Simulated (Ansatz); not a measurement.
How methods differ on PH3 (phosphine)

PH3: 4 atoms, total charge 0, spin state singlet. SMILES: `P`. Geometry: relaxed at PBE0-D4/def2-TZVP.

```tsv
atom	x (Å)	y (Å)	z (Å)
P	0.3460	-0.3265	-0.3328
H	0.6309	-0.0340	1.0270
H	-1.0055	-0.6630	-0.0572
H	0.0287	1.0235	-0.6369
```

Quantity: the energy change with the P1–H4 bond stretched from 1.420 to 1.775 Å, in eV. The values are calculated.

```json
{"level": "HF/3-21G (restricted)", "kind": "Hartree–Fock", "program": "Ansatz", "value (eV)": "0.74", "less FCI/3-21G": "+0.24"}
{"level": "revPBE/3-21G (restricted)", "kind": "GGA", "program": "Ansatz", "value (eV)": "0.53", "less FCI/3-21G": "+0.03"}
{"level": "r2SCAN/3-21G (restricted)", "kind": "meta-GGA", "program": "Ansatz", "value (eV)": "0.60", "less FCI/3-21G": "+0.10"}
{"level": "r2SCAN0/3-21G (restricted)", "kind": "hybrid meta-GGA", "program": "Ansatz", "value (eV)": "0.66", "less FCI/3-21G": "+0.16"}
{"level": "wB97M-V/3-21G (restricted)", "kind": "range-separated hybrid", "program": "Ansatz", "value (eV)": "0.66", "less FCI/3-21G": "+0.16"}
{"level": "B2PLYP/3-21G (restricted)", "kind": "double hybrid", "program": "Ansatz", "value (eV)": "0.62", "less FCI/3-21G": "+0.12"}
{"level": "CCSD/3-21G (restricted)", "kind": "coupled cluster or CI", "program": "Ansatz", "value (eV)": "0.51", "less FCI/3-21G": "+0.01"}
{"level": "FCI/3-21G", "kind": "exact in the basis", "program": "Ansatz", "value (eV)": "0.50", "less FCI/3-21G": "0.00"}
```

FCI/3-21G is exact within its basis and frozen core, so for wave-function methods in that basis the difference is their error; functionals converge differently with the basis, so for them it is only a difference. The first shape isn't each level's own minimum. The values span 0.50 to 0.74 eV. All rows use very small basis sets, so none should be taken for the real molecule's value.
